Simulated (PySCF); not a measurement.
Species: AlH2(CCH), C₂H₃Al.
Bonds: Al1–C4, C4–C5. Hydrogens: H2, H3 on Al1; H6 on C5.

The calculation used PBE0-D3(BJ)/def2-SVP geometry optimisation, gas phase (PySCF).

Problem. How far are the bound atoms from Al1?

Solution. 3 atoms: H2 1.584 Å, H3 1.584 Å, C4 1.913 Å. The nearest atom not counted as bound is C5, at 3.14 Å.

Problem. List the angles at Al1.

Solution. 
| angle | degrees | distance of the outer atoms (Å) |
| --- | --- | --- |
| H2–Al1–H3 | 122.2 | 2.77 |
| H3–Al1–C4 | 119.0 | 3.02 |
| H2–Al1–C4 | 118.9 | 3.02 |

Problem. What is the shape at Al1?

Solution. Planar: angles 122.2°, 119.0° and 118.9°, sum 360.0°, 0.00 Å off the plane of its three neighbours.

Problem. What are the other bond lengths?

Solution. C4–C5 1.222 Å; C5–H6 1.076 Å.

Problem. Give some angles away from the centre.

Solution. Al1–C4–C5 179.8°.

Problem. What are the rotational constants (commonest isotopes, rigid rotor)?

Solution. A = 130421, B = 4732, C = 4566 MHz: a near-prolate asymmetric top.

Point group: C2v (every atom within 0.08 Å of its image). Charge 0, singlet. Not checked by PBE0-D3(BJ)/def2-SVP frequencies.
